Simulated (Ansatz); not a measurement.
Reaction (SMILES): C (CH4) → [CH3] (CH3) + H atom
B3LYP-D3(BJ)/def2-TZVP geometries, fixed; electronic energies without zero-point terms.

How fast the bond dissociation energy converges with the basis for several methods (Ansatz, a program for electronic structure): deviation from each method's own reference, in kcal/mol. References: CCSD(T) 112.60 kcal/mol, Hartree-Fock in cc-pVQZ plus the correlation part extrapolated as X^-3 from cc-pVTZ and cc-pVQZ; HF 85.25 kcal/mol, the value in aug-cc-pVQZ; MP2 112.07 kcal/mol, Hartree-Fock in aug-cc-pVQZ plus the correlation part extrapolated as X^-3 from aug-cc-pVTZ and aug-cc-pVQZ; PBE 110.02 kcal/mol, the value in aug-pcseg-3; PBE0 109.34 kcal/mol, the value in aug-pcseg-3; r2SCAN 107.86 kcal/mol, the value in aug-pcseg-3. Cartesian d functions, on some or all atoms, in 6-31G*; all else is spherical. In correlated methods cores are frozen. Open shells are unrestricted. No added dispersion term, no relativity. 

```
basis              functions  CCSD(T)  HF    MP2    PBE   PBE0  r2SCAN
-----------------  ---------  -------  --  -----  -----  -----  ------
STO-3G                     9    15.81   …  14.37  33.07  32.39   30.93
6-31G*                    23    -8.04   …  -8.18   2.18   1.92    1.01
cc-pVDZ                   34    -4.68   …  -5.26  -0.05  -0.11   -0.31
pcseg-1                   34    -4.08   …  -4.68   0.17   0.32    0.18
def2-SVPD                 52    -3.35   …  -3.97   0.20   0.21   -0.10
aug-cc-pVDZ               59    -4.84   …  -5.35  -1.08  -1.02   -1.08
6-311++G(3df,3pd)        111    -1.47   …  -1.67  -0.04  -0.04   -0.04
def2-QZVPP               177    -0.66   …  -0.65   0.03   0.00   -0.03
```

Q: Some entries are withheld; supply them.

A: 
- STO-3G, HF: 29.86
- 6-31G*, HF: 1.31
- cc-pVDZ, HF: -0.15
- pcseg-1, HF: 0.90
- def2-SVPD, HF: 0.45
- aug-cc-pVDZ, HF: -0.86
- 6-311++G(3df,3pd), HF: 0.01
- def2-QZVPP, HF: 0.01
